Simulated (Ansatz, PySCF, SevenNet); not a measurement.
Ladder of methods for the bulk modulus B0 of rock-salt MgS

Reference value: 81 GPa (measured, corrected for zero-point motion; as tabulated in Goldzak et al. (2022), arXiv:2208.04865).

```
level (code)           value (GPa)  cell (Å³/atom)  error (%)
---------------------  -----------  --------------  ---------
SevenNet-l3i5                 72.7           17.86      -10.2
LDA (Ansatz)                  83.2           16.87       +2.7
BLYP (Ansatz)                 68.4           18.50      -15.6
PBE (Ansatz)                  74.0           17.88       -8.6
PBE-D3(BJ) (Ansatz)           81.0           17.12        0.0
rVV10 (Ansatz)                74.1           17.98       -8.5
r²SCAN (Ansatz)               79.8           17.61       -1.5
LC-ωPBE (Ansatz)              86.5           17.23       +6.8
PBE0-D3(BJ) (Ansatz)          87.6           16.78       +8.1
Hartree–Fock (Ansatz)         77.0           18.45       -4.9
MP2 (PySCF)               84.9 ± 3           17.33       +4.8
CCSD(T) (PySCF)           80.6 ± 2           17.60       -0.5
```

Once the reference is moved by up to 5.0 % (a margin picked here for doubts on the reference and the settings) and values within 1.7 % count as equal, the nearest can be PBE-D3(BJ) (0.0 %), CCSD(T) (-0.5 %), r²SCAN (-1.5 %), LDA (+2.7 %), MP2 (+4.8 %), Hartree–Fock (-4.9 %) or LC-ωPBE (+6.8 %).

A ± on a computed value is a rough bar: the spread of its extrapolation, a floor set from checks against published values, or a statistical error. Each level is taken at its own relaxed cell. Cutoffs and k meshes differ between the levels. Ansatz's density-functional and Hartree–Fock values are scalar-relativistic unless marked +SOC, with PAW data made under PBE.

Machine-learned potentials (SevenNet-l3i5) are trained on DFT data: a solid inside that data is no test of them.

Differences are worked out from the printed values.

Ansatz is a quantum-chemistry and plane-wave program.
